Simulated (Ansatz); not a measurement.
Frontier orbitals of `SCCCCS`.

Total charge 0; spin multiplicity 1. The geometry is a stationary point of PBE0-D4/def2-TZVP. It is one conformer, not always the lowest. Basis def2-TZVPP, Ansatz 0.2.0.

Orbital energies of one run (eV). Highest occupied ones, from the top: -5.60, -5.82, -7.83, -7.86, -8.42, -8.62, -8.90, -9.82, -10.02, -10.50, -11.10, -11.72, -12.09, -14.11. Empty: -0.85, -0.41, 0.20, 0.32, 0.75, 0.81.

(1) Which functional gave them?
A. LDA (SPW92)
B. BHLYP
C. HSE06 (plane-wave form)
D. r2SCAN0

Answers

(1) A. HOMO energies: LDA (SPW92) -5.60, HSE06 -6.33, BHLYP -7.85, r2SCAN0 -6.90 eV.
